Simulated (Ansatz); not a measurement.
Molecule (SMILES): [Cl][Al][Cl], doublet.
Atoms: Al1, Cl2, Cl3. Bonds: Al1-Cl2, Al1-Cl3.

Basis-set convergence of the harmonic zero-point energy at MP2 with Ansatz (a program for electronic structure). Each level at its own minimum, finite differences of forces, unscaled; the reference is a large set that could be run, not a limit. Cartesian d functions, on some or all atoms, in 6-311G**, 6-311+G**; all else is spherical. Cores are frozen. Open shells are unrestricted. No added dispersion term, no relativity. Reference: the value in aug-cc-pV(T+d)Z, 1.70 kcal/mol. Deviations are taken from unrounded values.

```csv
basis,functions,harmonic zero-point energy (kcal/mol)
cc-pV(D+d)Z,69,1.72
aug-cc-pV(D+d)Z,96,1.64
6-311G**,81,1.76
6-311+G**,93,1.75
cc-pV(T+d)Z,117,1.72
aug-cc-pV(T+d)Z,165,1.70
def2-TZVPP,126,1.72
def2-TZVPPD,150,1.71
```

What the diffuse functions change, pair by pair:
- cc-pV(D+d)Z to aug-cc-pV(D+d)Z: 27 more functions, deviation 0.01 to -0.06 kcal/mol
- 6-311G** to 6-311+G**: 12 more functions, deviation 0.05 to 0.05 kcal/mol
- cc-pV(T+d)Z to aug-cc-pV(T+d)Z: 48 more functions, deviation 0.02 to 0.00 kcal/mol
- def2-TZVPP to def2-TZVPPD: 24 more functions, deviation 0.02 to 0.01 kcal/mol

Leaving out the reference's own pair, they bring the value nearer the reference by more than 0.01 kcal/mol in 1 of 3 pairs.
